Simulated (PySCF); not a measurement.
# C6H8: the cost of one run

Programs: PySCF 2.14.0, with routines of our own; each step states its level. All values are computed. Atoms count from 0.

## 1. The system as given

14 atoms, charge 0, multiplicity 1; geometry from: GFN2-xTB.

## 2. Relaxing the molecule at LC-wPBE/def2-SV(P)

Job settings and geometry (Å):

```
{"job": {"xc": "LC-wPBE", "basis": "def2-SV(P)", "grid": 1, "kind": "geom"}, "charge": 0, "multiplicity": 1}
C     -2.957179     0.902438    -0.432964
C     -1.892931     0.318008     0.113582
C     -0.537163     0.598402    -0.277594
C      0.537375     0.010764     0.274137
C      1.892694     0.292967    -0.117457
C      2.957163    -0.289375     0.430588
H     -3.960415     0.672005    -0.119006
H     -2.857215     1.634142    -1.217882
H     -2.021693    -0.414993     0.900120
H     -0.402320     1.330558    -1.064137
H      0.403194    -0.721315     1.061086
H      2.021593     1.025292    -0.904628
H      2.856019    -1.021178     1.215155
H      3.960200    -0.058162     0.116833
```

Run with:

```bash
OMP_NUM_THREADS=1 python excited_run.py task.json out
```

This one command runs all jobs of the session in turn.

Q: Estimate the wall time and peak memory of this first job on 1 thread of Arm Neoverse V1, shared host.

About 33 s, with a peak of 0.53 GiB.
